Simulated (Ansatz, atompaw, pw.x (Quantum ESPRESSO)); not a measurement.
# pw.x on bcc Mg: one setting changed

Potential: PAW, atompaw 4.2.0.5, PBEsol; core [Ne], reference 3s2 3p0; waves: 3s (bound): rc 2.85 bohr; 3s channel at 0.05 Ry: rc 2.85 bohr; 3p (bound, empty): rc 2.85 bohr; 3p channel at 0.25 Ry: rc 2.85 bohr; 3d channel at 0.3 Ry: rc 2.85 bohr; 3d channel at 2.45 Ry: rc 2.00 bohr; local part: ultrasoft scheme with l = 3 at -0.5 Ry, radius 2.15 bohr; core correction: smooth core density matched at 2.60 bohr; augmentation: sinc compensation charge, radius 2.70 bohr; PAW radius 2.85 bohr; waves and projectors: custom rrkj gramschmidtortho.

The reference run (k-mesh 13³, cutoffs 40/400 Ry, Fermi–Dirac 0.01 Ry, mixing_beta 0.4, conv_thr 1e-9, no spin) gives 0.21 GPa at 22.446 Å³/atom, where all-electron LAPW gives 0.16 GPa. This run, with its own iteration cap, changes diagonalization to rmm-davidson.

```
&control
  calculation='scf', prefix='x', pseudo_dir='./', outdir='./tmp', tstress=.true., disk_io='none'
/
&system
  ibrav=0, nat=1, ntyp=1, ecutwfc=40, ecutrho=400, nbnd=8,
  occupations='smearing', smearing='fd', degauss=0.01
/
&electrons
  conv_thr=1e-09, mixing_beta=0.4, electron_maxstep=50, diagonalization='rmm-davidson'
/
ATOMIC_SPECIES
Mg 1.0 Mg.UPF
CELL_PARAMETERS angstrom
  -1.77702276 1.77702276 1.77702276
  1.77702276 -1.77702276 1.77702276
  1.77702276 1.77702276 -1.77702276
ATOMIC_POSITIONS crystal
Mg 0.0000 0.0000 0.0000
K_POINTS automatic
13 13 13 0 0 0
```

```bash
pw.x < Mg.scf.in > Mg.scf.out
```

**Question.** How does the run end?

**Answer.** It converges in 12 iterations; the free energy moves by +0.0 meV/atom and the pressure by +0.00 GPa. The result is that of the reference run.

```
Message from routine setup:
     using ibrav=0 with symmetry is DISCOURAGED, use correct ibrav instead
     lattice parameter (alat)  =       5.8164  a.u.
     unit-cell volume          =     151.4731 (a.u.)^3
     number of electrons       =         2.00
     number of Kohn-Sham states=            8
     kinetic-energy cutoff     =      40.0000  Ry
     charge density cutoff     =     400.0000  Ry
     scf convergence threshold =      1.0E-09
     Exchange-correlation= SLA PW PSX PSC
     number of k points=    84  Fermi-Dirac smearing, width (Ry)=  0.0100
     iteration #  1     ecut=    40.00 Ry     beta= 0.40
     total energy              =     -32.71773010 Ry
     estimated scf accuracy    <       0.00463734 Ry
     iteration #  2     ecut=    40.00 Ry     beta= 0.40
     total energy              =     -32.71842214 Ry
     estimated scf accuracy    <       0.00159948 Ry
     iteration #  3     ecut=    40.00 Ry     beta= 0.40
     total energy              =     -32.71844153 Ry
     estimated scf accuracy    <       0.00000087 Ry
     iteration #  4     ecut=    40.00 Ry     beta= 0.40
     total energy              =     -32.71844329 Ry
     estimated scf accuracy    <       0.00000132 Ry
     iteration #  5     ecut=    40.00 Ry     beta= 0.40
     total energy              =     -32.71844426 Ry
     estimated scf accuracy    <       0.00000144 Ry
     iteration #  6     ecut=    40.00 Ry     beta= 0.40
     total energy              =     -32.71844451 Ry
     estimated scf accuracy    <       0.00000079 Ry
     iteration #  7     ecut=    40.00 Ry     beta= 0.40
     total energy              =     -32.71844465 Ry
     estimated scf accuracy    <       0.00000068 Ry
     iteration #  8     ecut=    40.00 Ry     beta= 0.40
     total energy              =     -32.71844498 Ry
     estimated scf accuracy    <       0.00000062 Ry
     iteration #  9     ecut=    40.00 Ry     beta= 0.40
     total energy              =     -32.71844531 Ry
     estimated scf accuracy    <       0.00000048 Ry
     iteration # 10     ecut=    40.00 Ry     beta= 0.40
     total energy              =     -32.71844563 Ry
     estimated scf accuracy    <       0.00000035 Ry
     iteration # 11     ecut=    40.00 Ry     beta= 0.40
     negative rho (up, down):  3.953E-07 0.000E+00
     total energy              =     -32.71844611 Ry
     estimated scf accuracy    <       0.00000020 Ry
     iteration # 12     ecut=    40.00 Ry     beta= 0.40
     negative rho (up, down):  5.310E-07 0.000E+00
     the Fermi energy is     3.7545 ev
!    total energy              =     -32.71844626 Ry
     estimated scf accuracy    <          3.3E-10 Ry
     smearing contrib. (-TS)   =      -0.00215085 Ry
     The total energy is F=E-TS. E is the sum of the following terms:
     one-electron contribution =       1.45479036 Ry
     hartree contribution      =       0.00384228 Ry
     xc contribution           =      -0.92366089 Ry
     ewald contribution        =      -2.16744484 Ry
     one-center paw contrib.   =     -31.08382233 Ry
     convergence has been achieved in  12 iterations
     negative rho (up, down):  5.310E-07 0.000E+00
          total   stress  (Ry/bohr**3)                   (kbar)     P=        2.15
     Message from routine punch:
     Nothing written, as per user request (disk_io='none')
```

The run took about 9.6 s on one core of a shared host (Intel(R) Xeon(R) 6975P-C, 192 threads, 378 GiB, load 84).
